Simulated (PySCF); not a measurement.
Bonding in 3-buten-2-ol

3-buten-2-ol, C4H8O.
Atom-mapped SMILES: `[CH2:1]=[CH:2][C@@H:3]([CH3:4])[OH:5]` (hydrogens: H6, H7 on C1; H8 on C2; H9 on C3; H10, H11, H12 on C4; H13 on O5)

Cartesian coordinates in Å at the GFN2-xTB level; atoms count from 1:
```
atom  x, y, z in Å
C1     1.8293   -0.7597    0.3909
C2     0.7009   -0.6612   -0.2858
C3    -0.2045    0.5441   -0.2851
C4    -1.6407    0.1164    0.0479
O5     0.2348    1.5718    0.5712
H6     2.4351   -1.6490    0.3614
H7     2.2059    0.0554    0.9876
H8     0.3462   -1.4786   -0.8986
H9    -0.1895    0.9929   -1.2870
H10   -2.0121   -0.5812   -0.6972
H11   -2.2886    0.9891    0.0669
H12   -1.6726   -0.3650    1.0244
H13    0.2514    1.2255    1.4712
```

Bond orders from the PBE0/pcSseg-1 density (PySCF). Isolated species at its GFN2-xTB geometry (one conformer only).

(1) How far do the computed orders between heavy atoms stray from the drawn ones?

(2) Set the Mayer orders of the bonds beside their lengths.

## Answers

(1) The largest departure is 0.050, at C3–O5 (drawn single, 0.950).

(2) 
```json
{"bond": "C1–C2", "drawn as": "double", "length (Å)": "1.319", "Mayer order": "1.994"}
{"bond": "C2–C3", "drawn as": "single", "length (Å)": "1.507", "Mayer order": "0.982"}
{"bond": "C3–C4", "drawn as": "single", "length (Å)": "1.535", "Mayer order": "1.021"}
{"bond": "C3–O5", "drawn as": "single", "length (Å)": "1.408", "Mayer order": "0.950"}
{"bond": "C1–H6", "drawn as": "single", "length (Å)": "1.076", "Mayer order": "0.954"}
{"bond": "C1–H7", "drawn as": "single", "length (Å)": "1.078", "Mayer order": "0.947"}
{"bond": "C2–H8", "drawn as": "single", "length (Å)": "1.081", "Mayer order": "0.949"}
{"bond": "C3–H9", "drawn as": "single", "length (Å)": "1.098", "Mayer order": "0.928"}
{"bond": "C4–H10", "drawn as": "single", "length (Å)": "1.086", "Mayer order": "0.959"}
{"bond": "C4–H11", "drawn as": "single", "length (Å)": "1.087", "Mayer order": "0.964"}
{"bond": "C4–H12", "drawn as": "single", "length (Å)": "1.089", "Mayer order": "0.963"}
{"bond": "O5–H13", "drawn as": "single", "length (Å)": "0.964", "Mayer order": "0.947"}
```

Bonds between the same two heavy elements. C–C: lowest C2–C3 (0.982, 1.507 Å), highest C1–C2 (1.994, 1.319 Å); in 1 of the 3 pairs the longer bond (by over 0.003 Å) has the higher order (by 0.02 or more).

Task: Sum the orders of all bonds at each heavy atom with more than one neighbour and set the sums beside the valence in the SMILES.

Result: C1 3.895 (drawn 4), C2 3.925 (drawn 4), C3 3.881 (drawn 4), C4 3.907 (drawn 4), O5 1.897 (drawn 2). Orders between atoms that aren't bonded are not in these sums.

The Mayer order sums products of elements of PS (density times overlap matrix) between the two atoms' basis functions, so it depends on the basis set.
